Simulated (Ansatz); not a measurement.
Consider a ladder of basis sets of CH4SSi, SMILES C[Si]S (Ansatz 0.2.0 through its Python package).

The script, `run_basis.py`:
```python
"""Basis-set convergence for CH4SSi."""

import warnings

import ansatz as az

METHOD = "mp2"

warnings.simplefilter("ignore", az.DeckWarning)

molecule = (
    az.Crystal.molecule()
    .atom("C", [-0.8601, 0.607, -0.2413])
    .atom("Si", [0.302, -0.0554, 0.9407])
    .atom("S", [1.6235, -1.3422, -0.1299])
    .atom("H", [-1.4161, -0.1241, -0.7473])
    .atom("H", [-0.4079, 1.2264, -1.0524])
    .atom("H", [-1.6156, 1.3333, 0.2508])
    .atom("H", [2.4354, -1.713, 0.9336])
)

base = molecule.calculation().correlation(METHOD)

energies = {}
for basis in ["cc-pVDZ", "cc-pVTZ"]:
    summary = base.basis(gaussian=basis).run(threads=1, pin="off").report
    size = summary["n_frozen"] + summary["n_occupied"][0] + summary["n_virtual"][0]
    energies[basis] = (summary["reference_energy_ev"] / 27.211386246, summary["free_energy_ev"] / 27.211386246)
    print(f"{basis:14s} {size:4d} orbitals  reference {energies[basis][0]:14.6f} Ha  total {energies[basis][1]:14.6f} Ha")

# two-point extrapolation: the basis-set error of the correlation energy falls as X^-3
small, large = (energies[b][1] - energies[b][0] for b in ("cc-pVDZ", "cc-pVTZ"))
limit = (3 ** 3 * large - 2 ** 3 * small) / (3 ** 3 - 2 ** 3)
print(f"correlation energy: {small:.6f} and {large:.6f} Ha, extrapolated {limit:.6f} Ha")
print(f"share caught by the larger set: {100 * large / limit:.1f} %")
```

How far does the total energy move along this ladder of basis sets?

Against cc-pVDZ: cc-pVTZ -140.1 mHa. The last step alone is -140.12 mHa. From the first set to the last the time grows from 1.0 to 3.5 s.

What the script printed:

Running `python run_basis.py` prints:
```text
cc-pVDZ          70 orbitals  reference    -726.642632 Ha  total    -727.005192 Ha
cc-pVTZ         154 orbitals  reference    -726.686088 Ha  total    -727.145314 Ha
correlation energy: -0.362560 and -0.459226 Ha, extrapolated -0.499928 Ha
share caught by the larger set: 91.9 %
```

Reading the output:
- The drop along the ladder measures the basis error, and is no property of the molecule.
- The geometry is a force-field or estimated start, not a minimum of this method, and the last set is no limit. Much of the fall in a total is atomic energy, which cancels in bond and reaction energies.
- Inner cores stay frozen, so this is valence correlation.
- For Al to Cl the sets with a tight d function, cc-pV(X+d)Z, are usual.
- An extrapolation from small basis sets is rough.
- It ran for 5 s on 1 thread of Arm Neoverse V1, with other jobs on the host, peak memory 0.29 GiB.

(Lines on the test bed's own set-up are left out of the output.)
